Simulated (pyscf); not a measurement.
## Routes from H₃C–CH₂–ZnH (SMILES C[CH2][ZnH]) + H₂S (SMILES S)

Candidate steps break at most two bonds and form at most two. Each was searched with GFN2-xTB (tblite) first. Optimised with ωB97X-D3(BJ)/def2-SVP in PySCF. Energies: ωB97M-D3(BJ)/def2-TZVP, kJ/mol, from the separated reactants, singlet surface; ΔG‡ with ideal gas, 1 atm, RRHO with modes under 100 cm⁻¹ raised to 100, one conformer, R ln 2 for chiral ones without a mode under 150 cm⁻¹.

```tsv
products	type	ΔE‡	ΔE	ΔG‡ 298 K	ΔG‡ 900 K	ν‡ (cm⁻¹)
H₃C–CH₂–Zn–SH + H₂	four-centre exchange	67.6	-78.3	107.3	192.1	1214i
H₃C–CH₃ + HS–ZnH	four-centre exchange	75.1	-132.6	114.8	200.2	1280i
```

Row 1: On the reactant side the descent ends in a complex, 29.0 kJ/mol under the separated species and 84.7 kJ/mol under the saddle at ωB97X-D3(BJ)/def2-TZVP. Row 2: On the reactant side the descent ends in a complex, 28.0 kJ/mol under the separated species and 91.8 kJ/mol under the saddle at ωB97X-D3(BJ)/def2-TZVP. 

Plain bond fissions and candidates not yet searched are not listed, and one of them may be faster. Each barrier is that of the saddle found; lower ones may exist. Elements up to Kr have no core potential and no relativistic terms here.
